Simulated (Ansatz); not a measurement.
## N2, singlet: the ladder up to full CI

Geometry: MP2(full)/6-31G*, from the G2/97 set.

```xyz
2

N     0.0000    0.0000    0.0000
N     0.0000    0.0000    1.1300
```

Basis STO-3G; Ansatz 0.2.0. Only valence electrons are correlated (noble-gas cores frozen), which leaves 10 electrons in 8 orbitals. R marks a restricted (for open shells ROHF) determinant, U an unrestricted one. Active spaces: valence = (10e, 8o) chosen from the atoms' valence shells.

Full CI is exact within this basis and frozen core; it isn't the basis-set limit. The frozen core follows each run's orbitals, which can shift R against U totals by a few meV.

* UHF ⟨S²⟩: 0.073
* T1 diagnostic (RCCSD): 0.0035
* largest doubles amplitude (RCCSD): 0.144

```
    level  E − E(full CI) (kJ/mol)  share of correlation (%)  wall time
      RHF                    437.1                      0.00          –
     RMP2                      2.0                     99.55          –
     CISD                     37.2                     91.48     0.09 s
    RCCSD                     11.7                     97.33          –
 RCCSD(T)                      6.8                     98.43     0.15 s
  BCCD(T)                      6.8                     98.44     0.21 s
   RCCSDT                      6.5                     98.52          –
   CISDTQ                      0.9                     99.80     0.12 s
RCCSDT(Q)                      0.3                     99.93     0.37 s
  RCCSDTQ                      0.1                     99.97      1.6 s
```

The correlation energy at full CI, counted from RHF, is -4.530 eV. That run took 0.18 s on 1 thread of AMD EPYC 7R13, shared host over 396 determinants.

Run but not shown, since their state or frozen core can't be matched to the reference's or they repeat it: UHF, CASSCF (valence space), NEVPT2 (valence space), NEVPT4(SD) (valence space), MRCISD (valence space), MRCISD+Q (valence space).

Times hold each run's SCF and search for its determinant on a shared host, so for small cases they say little of a method's own cost; they ran on 1 thread of AMD EPYC 7R13.

The full-CI state has the irrep Ag of D2h, in the program's axes (one component, if the state is degenerate).

Natural occupations of full CI about the gap: 1.995 1.986 1.980 1.924 1.924 0.084 0.084 0.022; effectively unpaired electrons, Σ n²(2−n)², 0.10.

Atomization energy (electronic, same basis, no zero-point term; atoms at the same level, unrestricted beside the R rows where the molecule is a closed shell, with restricted open-shell steps beyond CCSDT(Q)) at full CI: 601.4 kJ/mol. Errors of other levels:

```json
{"level": "RHF", "error (kJ/mol)": "-437.1"}
{"level": "RMP2", "error (kJ/mol)": "-2.0"}
{"level": "CISD", "error (kJ/mol)": "-37.2"}
{"level": "RCCSD", "error (kJ/mol)": "-11.7"}
{"level": "RCCSD(T)", "error (kJ/mol)": "-6.8"}
{"level": "BCCD(T)", "error (kJ/mol)": "-6.8"}
{"level": "RCCSDT", "error (kJ/mol)": "-6.5"}
{"level": "CISDTQ", "error (kJ/mol)": "-0.9"}
{"level": "RCCSDT(Q)", "error (kJ/mol)": "-0.3"}
{"level": "RCCSDTQ", "error (kJ/mol)": "-0.1"}
```

This basis is far from its limit, so the value isn't to be set against a measured one. Truncated CI isn't size-consistent, which counts against it in atomization.
